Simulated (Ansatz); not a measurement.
The first iterations of a band of AlH3 + H4Si (9 atoms, charge 0, multiplicity 1).

These are results of RKS PBE0-D4/6-31G* (Ansatz), not measurements.

* movable images: 6
* climbing image: no
* spring: 5.0 eV/Å²
* optimiser: quadratic models (default)
* start path: through a guess of the saddle point
* force threshold: 0.05 eV/Å
* iteration limit: 60
* end points: relaxed

Image 0:

```xyz
9
Properties=species:S:1:pos:R:3
Al -0.035 0.225 0.160
H 0.399 1.186 1.357
H 1.097 -0.534 -0.681
H -1.535 0.213 -0.384
Si 0.147 -2.710 1.100
H -0.345 -3.064 -0.251
H 1.622 -2.784 1.215
H -0.518 -3.531 2.147
H -0.289 -1.294 1.428
```

Image 7:

```xyz
9
Properties=species:S:1:pos:R:3
Al -0.105 -0.557 -0.127
H 0.200 0.775 1.642
H 1.153 0.219 -0.722
H -1.558 0.081 -0.280
Si 0.137 -2.831 0.767
H -0.262 -3.830 -0.272
H 1.537 -3.164 1.170
H -0.736 -3.079 1.955
H 0.176 0.092 1.959
```

| iteration | highest image above the first end (eV) | largest band force component (eV/Å) |
| --- | --- | --- |
| 1 | 2.344 | 2.629 |
| 2 | 1.418 | 1.454 |

Problem. Does the band converge within its limit, and where does its top end?

Solution. The forces met the threshold. It ended after 7 iterations with the highest image 0.965 eV above the first end. No image climbed, so the highest image needn't sit at the top of the path. The orbitals stay closed-shell, which can raise the energy where a bond breaks towards radicals; this wasn't checked here.

Time of the run: 95 s on 1 thread of Arm Neoverse V1 (shared host), peak memory 0.1 GiB.
